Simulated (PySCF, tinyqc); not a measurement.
Inside a calculation (part 2 of 2). Method: RHF in the sto-3g basis, for HF, spin multiplicity 1. The lowest restricted solution is unstable here: a spin-polarised one lies 0.0020 hartree lower (PySCF). Computed by tinyqc, a small Python program that keeps every step (integrals from PySCF). Command: `OMP_NUM_THREADS=1 python tinyqc.py 26314 26315 out.jsonl` (the two numbers bound the seeds that draw the settings). One thread of a shared host (Intel(R) Xeon(R) Processor @ 2.60GHz), about 0.07 s of CPU time with the checks.

Geometry (angstrom):
```
atom       x       y       z
F     0.0000  0.0000  0.0000
H     0.0000  0.0000  1.2450
```

## Convergence

Stop when the energy changes by less than 1e-10 hartree and every element of the error matrix X^T (F D S - S D F) X is below 3e-06.

Course of the cycle:
```
iteration  E (hartree)     change  largest element of the error matrix
1           -98.168050          -                             4.38e-01
2           -98.503650  -3.36e-01                             8.79e-02
3           -98.507840  -4.19e-03                             1.85e-02
4           -98.508000  -1.60e-04                             4.01e-03
5           -98.508007  -7.52e-06                             8.67e-04
6           -98.508008  -3.52e-07                             1.88e-04
7           -98.508008  -1.65e-08                             4.07e-05
8           -98.508008  -7.75e-10                             8.80e-06
9           -98.508008  -3.63e-11                             1.91e-06
```

PySCF RHF in the same basis = -98.508008 hartree

Converged in 9 iterations.

## Populations, bond orders and dipole

D after iteration 9:
```
          1F 1s    1F 2s  1F 2px  1F 2py   1F 2pz    2H 1s
1F 1s    2.1186  -0.5003  0.0000  0.0000   0.0586   0.0036
1F 2s   -0.5003   2.1213  0.0000  0.0000  -0.3016  -0.1116
1F 2px   0.0000   0.0000  2.0000  0.0000   0.0000   0.0000
1F 2py   0.0000   0.0000  0.0000  2.0000   0.0000   0.0000
1F 2pz   0.0586  -0.3016  0.0000  0.0000   0.9404   0.8252
2H 1s    0.0036  -0.1116  0.0000  0.0000   0.8252   0.7358
```

overlap S:
```
         1F 1s   1F 2s  1F 2px  1F 2py  1F 2pz   2H 1s
1F 1s   1.0000  0.2380  0.0000  0.0000  0.0000  0.0227
1F 2s   0.2380  1.0000  0.0000  0.0000  0.0000  0.2618
1F 2px  0.0000  0.0000  1.0000  0.0000  0.0000  0.0000
1F 2py  0.0000  0.0000  0.0000  1.0000  0.0000  0.0000
1F 2pz  0.0000  0.0000  0.0000  0.0000  1.0000  0.2304
2H 1s   0.0227  0.2618  0.0000  0.0000  0.2304  1.0000
```

Mulliken: Z minus the diagonal of D S on the atom; Loewdin: the same with S^(1/2) D S^(1/2); Mayer order: 2 sum_s sum (D(s) S)_ij (D(s) S)_ji over the two atoms.

Charges (e):
```
atom  Mulliken  Loewdin
1F     -0.1032  -0.0857
2H      0.1032   0.0857
```

Mayer bond orders:
```
pair   order
2-1   0.9894
```

dipole moment about the origin, x y z (debye): 0.0000  0.0000  1.0243
